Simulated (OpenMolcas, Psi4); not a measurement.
A ladder of methods for [CF3]+ (SMILES F[C+](F)F)

[CF3]+: 4 atoms, total charge +1, spin state singlet. SMILES: `F[C+](F)F`. The coordinates come from a PBE0-D4/def2-TZVP relaxation.

| atom | x (Å) | y (Å) | z (Å) |
| --- | --- | --- | --- |
| F | 0.6986 | -0.1146 | 1.0054 |
| C | 0.0000 | 0.0000 | 0.0000 |
| F | -0.6095 | -0.9734 | -0.4394 |
| F | -0.0890 | 1.0880 | -0.5660 |

Each level gives the HOMO–LUMO gap (eV). The values are calculated.

```json
{"level": "HF/def2-SVPD", "kind": "Hartree–Fock", "program": "OpenMolcas", "value (eV)": "22.43", "CPU time": "26 s"}
{"level": "M06-L/def2-SVPD", "kind": "meta-GGA", "program": "Psi4", "value (eV)": "8.71", "CPU time": "49 s"}
{"level": "r2SCAN/def2-SVPD", "kind": "meta-GGA", "program": "Psi4", "value (eV)": "8.71", "CPU time": "43 s"}
{"level": "BHLYP/def2-SVPD", "kind": "global hybrid", "program": "Psi4", "value (eV)": "14.95", "CPU time": "27 s"}
{"level": "M06-2X/def2-SVPD", "kind": "hybrid meta-GGA", "program": "Psi4", "value (eV)": "14.81", "CPU time": "48 s"}
{"level": "PBE0/def2-SVPD", "kind": "global hybrid", "program": "OpenMolcas", "value (eV)": "11.32", "CPU time": "54 s"}
{"level": "TPSSh/def2-SVPD", "kind": "hybrid meta-GGA", "program": "Psi4", "value (eV)": "9.44", "CPU time": "59 s"}
{"level": "CAM-B3LYP/def2-SVPD", "kind": "range-separated hybrid", "program": "Psi4", "value (eV)": "14.13", "CPU time": "24 s"}
```

The values span 8.71 to 22.43 eV. Orbital gaps aren't excitation energies; they tend to grow with the share of exact exchange. CPU times are rough (shared hosts, several kinds of processor): they show what a rung costs within a factor of a few.
